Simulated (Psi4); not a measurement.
# C2H6Si (SMILES C[Si]C): a chain of runs

Wanted: a structure relaxation (PBE0-D4/def2-TZVP), then vibrational wavenumbers of C2H6Si. 

The calculation is run with Psi4 1.11.

### Step 1. The system as given

C2H6Si has 9 atoms, charge 0, and is taken as a singlet. As SMILES, `C[Si]C`. Geometry: relaxed at PBE0-D4/def2-TZVP. The run starts from this shape.

Bond lengths: C1–Si2 1.896 Å, Si2–C3 1.896 Å, C1–H4 1.102 Å, C1–H5 1.091 Å, C1–H6 1.095 Å, C3–H7 1.095 Å, C3–H8 1.091 Å, C3–H9 1.102 Å. Some angles: C1–Si2–C3 97.8°, Si2–C1–H4 105.3°, Si2–C1–H5 113.7°, Si2–C1–H6 114.0°, Si2–C3–H7 113.9°, Si2–C3–H8 113.7°, Si2–C3–H9 105.3°, H4–C1–H5 107.1°, H4–C1–H6 106.4°, H5–C1–H6 109.8°.

### Step 2. A geometry optimisation at PBE0-D4/def2-TZVP (density fitting) (run 1)

calc.dat reads:

```
memory 1600 mb

molecule m {
  0 1
  C
  Si 1 1.896025
  C 2 1.896038 1 97.77281
  H 1 1.101817 2 105.25846 3 -79.19227
  H 1 1.091234 4 107.07497 2 121.29892
  H 1 1.094763 5 109.78685 4 -115.12422
  H 3 1.09481 2 113.94083 1 37.40078
  H 3 1.091249 7 109.76866 2 -128.82612
  H 3 1.101653 8 107.11815 7 115.12341
}

set reference rks
set geom_maxiter 60

energy_value, wavefunction = opt("pbe0-d4/def2-TZVP", return_wfn=True)
```

Started as:

```bash
$ psi4 -n 1 calc.dat calc.out
```

calc.out, cut to the lines that bear on the results:

```text
[...]
  Running in c1 symmetry.
[...]
  Nuclear repulsion =   97.704790405521280
[...]
  Multiplicity = 1
[...]
  Nalpha       = 16
  Nbeta        = 16
[...]
    Number of basis functions: 135
[...]
   @DF-RKS iter   1:  -368.60919126010396   -2.31673e-01   7.37251e-03 DIIS/ADIIS
[...]
   @DF-RKS iter   6:  -369.08223995592255   -2.84217e-13   2.45404e-09 DIIS
[...]
    Orbital Energies [Eh]
    ---------------------
    Doubly Occupied:
       1A    -66.245278     2A    -10.202388     3A    -10.202379
       4A     -5.322149     5A     -3.661232     6A     -3.653193
       7A     -3.650349     8A     -0.732198     9A     -0.699574
      10A     -0.462232    11A     -0.430053    12A     -0.425793
      13A     -0.403867    14A     -0.403187    15A     -0.311995
      16A     -0.217919
[...]
  @DF-RKS Final Energy:  -369.08223995592255
   => Energetics <=
    Nuclear Repulsion Energy =             97.6965840147275060
    One-Electron Energy =                -701.3441949033058336
    Two-Electron Energy =                 260.1199175149358211
    DFT Exchange-Correlation Energy =     -25.5498917252524507
    Empirical Dispersion Energy =          -0.0046548570275856
    VV10 Nonlocal Energy =                  0.0000000000000000
    Total Energy =                       -369.0822399559225460
[...]
 Multipole Moments:
 ------------------------------------------------------------------------------------
     Multipole            Electronic (a.u.)      Nuclear  (a.u.)        Total (a.u.)
 ------------------------------------------------------------------------------------
 L = 1.  Multiply by 2.5417464519 to convert [e a0] to [Debye]
 Dipole X            :         -0.0017448            0.0017481            0.0000033
 Dipole Y            :          3.1393567           -3.5491931           -0.4098363
 Dipole Z            :          2.7393107           -3.0969079           -0.3575971
 Magnitude           :                                                    0.5439131
[...]
  -Total Gradient:
     Atom            X                  Y                   Z
    ------   -----------------  -----------------  -----------------
       1       -0.000077329306    -0.000005467488     0.000002294772
       2        0.000010497251    -0.000013875788    -0.000014880577
       3        0.000025182459     0.000007532205     0.000039518285
       4        0.000022417013     0.000008525688     0.000017131279
       5        0.000024415098     0.000001001492    -0.000017891186
       6        0.000012568749     0.000006803089    -0.000006106537
       7       -0.000005363476     0.000001205579    -0.000001990943
       8       -0.000002161440    -0.000019000476    -0.000005618424
       9       -0.000010166756     0.000014368846    -0.000011285984
[...]
    Final optimized geometry and variables:
    Molecular point group: c1
    Full point group: C1
    Geometry (in Angstrom), charge = 0, multiplicity = 1:
    C
    SI            1    1.896183
    C             2    1.896202      1   97.806720
    H             1    1.101607      2  105.277608      3  -79.052632
    H             1    1.091206      4  107.073221      2  121.301574
    H             1    1.094709      5  109.779237      4 -115.123573
    H             3    1.094761      2  113.937853      1   37.364784
    H             3    1.091188      7  109.764499      2 -128.813204
    H             3    1.101538      8  107.110829      7  115.121055
    Psi4 run time: 0:00:28.51
```

Standard output:

```text
Optimizer: Optimization complete!
```

Run time: 30 s. Hardware: 1 thread of Intel Xeon Platinum 8259CL at 2.50GHz (Skylake/Cascade Lake), shared host; peak memory 0.97 GiB.

After the run. Bond lengths: C1–Si2 1.896 Å, Si2–C3 1.896 Å, C1–H4 1.102 Å, C1–H5 1.091 Å, C1–H6 1.095 Å, C3–H7 1.095 Å, C3–H8 1.091 Å, C3–H9 1.102 Å. Some angles: C1–Si2–C3 97.8°, Si2–C1–H4 105.3°, Si2–C1–H5 113.7°, Si2–C1–H6 114.0°, Si2–C3–H7 113.9°, Si2–C3–H8 113.7°, Si2–C3–H9 105.3°, H4–C1–H5 107.1°, H4–C1–H6 106.4°, H5–C1–H6 109.8°.

### Step 3. The harmonic vibrations at PBE0-D4/def2-TZVP (density fitting) (run 2)

calc.py reads:

```python
import psi4

psi4.set_memory('1600 MB')
psi4.set_num_threads(1)
psi4.set_output_file('run.log', False)

m = psi4.geometry("""
0 1
C     -0.527723     1.047579    -0.805284
Si     0.896596    -0.199525    -0.912793
C      0.602545    -1.069975     0.745952
H     -1.431419     0.480461    -1.079599
H     -0.441119     1.874000    -1.512574
H     -0.702024     1.438898     0.202127
H     -0.454786    -1.193361     1.001550
H      1.118163    -2.027402     0.836286
H      1.030233    -0.398446     1.507212
""")

options = {'basis': 'def2-TZVP', 't': 500.0, 'rotational_symmetry_number': 2}
psi4.set_options(options)

e, wfn = psi4.frequency("pbe0-d4", molecule=m, return_wfn=True)
print(f'pbe0-d4 energy: {e:.10f} Eh')
print('wavenumbers / cm^-1:', wfn.frequencies().np.round(1))
```

Started as:

```bash
$ python calc.py
```

run.log, cut to the lines that bear on the results:

```text
[...]
  Running in c1 symmetry.
[...]
  Nuclear repulsion =   97.703539894786275
[...]
  Multiplicity = 1
[...]
  Nalpha       = 16
  Nbeta        = 16
[...]
    Number of basis functions: 135
[...]
   @DF-RKS iter   1:  -368.60924466124538   -2.31713e-01   7.37221e-03 DIIS/ADIIS
[...]
   @DF-RKS iter  11:  -369.08223859171426   -1.42109e-12   5.89184e-09 DIIS
[...]
  @DF-RKS Final Energy:  -369.08223859171426
   => Energetics <=
    Nuclear Repulsion Energy =             97.7011145716030995
    One-Electron Energy =                -701.3525531977084029
    Two-Electron Energy =                 260.1240378916046438
    DFT Exchange-Correlation Energy =     -25.5501830002584249
    Empirical Dispersion Energy =          -0.0046548569551598
    VV10 Nonlocal Energy =                  0.0000000000000000
    Total Energy =                       -369.0822385917142583
[...]
  -Total Gradient:
     Atom            X                  Y                   Z
    ------   -----------------  -----------------  -----------------
       1        0.000054929293     0.000065772758     0.000026423354
       2       -0.000055072121     0.000055802066     0.000048103314
       3        0.000256948838     0.000515114047     0.000449486986
       4        0.000003286226    -0.000023914227    -0.000021157291
       5       -0.000036385222    -0.000000517771    -0.000013313401
       6       -0.000007380851    -0.000002591288    -0.000013573076
       7       -0.000003626149    -0.000035505577    -0.000024271117
       8        0.000026856502    -0.000080057535     0.000153481612
       9       -0.000238459964    -0.000494571411    -0.000606307083
[...]
  ==> Harmonic Vibrational Analysis <==
[...]
  Freq [cm^-1]                 111.8651            121.8006            254.1674
[...]
  IR activ [km/mol]             0.2726              0.1016              2.7507
[...]
  Freq [cm^-1]                 504.7516            561.4378            661.8683
[...]
  IR activ [km/mol]             5.0854              3.6190             41.5614
[...]
  Freq [cm^-1]                1234.8645           1243.6936           1412.6295
[...]
  IR activ [km/mol]            26.2156             34.4028              8.7228
[...]
  Freq [cm^-1]                1417.3276           1441.6804           1448.1005
[...]
  Freq [cm^-1]                2998.3559           3000.8232           3080.4404
[...]
  Freq [cm^-1]                3086.2667           3138.3275           3138.6677
[...]
```

Standard output:

```text
Warning: used thermodynamics relations inappropriate for low-frequency modes: ['111.8651' '121.8006' '254.1674' '504.7516' '561.4378']
pbe0-d4 energy: -369.0822399552 Eh
wavenumbers / cm^-1: [ 111.9  121.8  254.2  504.8  561.4  661.9  668.2  730.3  856.9 1234.9
 1243.7 1412.6 1417.3 1441.7 1448.1 2998.4 3000.8 3080.4 3086.3 3138.3
 3138.7]
```

It took 13 min on 1 thread of Intel Xeon Platinum 8259CL at 2.50GHz (Skylake/Cascade Lake), shared host; peak memory 1 GiB.

### Step 4. Summary of results

| quantity | value |
| --- | --- |
| run 1, PBE0-D4/def2-TZVP: total energy at the end | -369.08224 Eh |
| run 1, PBE0-D4/def2-TZVP: dipole moment | 1.38 D |
| run 1, PBE0-D4/def2-TZVP: HOMO energy | -5.93 eV |
| run 1, PBE0-D4/def2-TZVP: LUMO energy | -2.04 eV |
| run 1, PBE0-D4/def2-TZVP: HOMO–LUMO gap | 3.89 eV |
| run 1, PBE0-D4/def2-TZVP: dispersion energy | -12.22 kJ/mol |
| run 2, PBE0-D4/def2-TZVP: lowest harmonic wavenumber | 112 cm⁻¹ |
| run 2, PBE0-D4/def2-TZVP: highest harmonic wavenumber | 3139 cm⁻¹ |
| run 2, PBE0-D4/def2-TZVP: zero-point energy | 186.1 kJ/mol |
| run 2, PBE0-D4/def2-TZVP: ideal-gas entropy at 500 K (symmetry number 2 as used) | 82.8 cal/(mol K) |

What this shows: The optimisation (run 1, PBE0-D4/def2-TZVP) took 2 steps and changed the energy by -0.000 eV. All 21 modes (run 2, PBE0-D4/def2-TZVP) are real, so the shape is a minimum at this level.
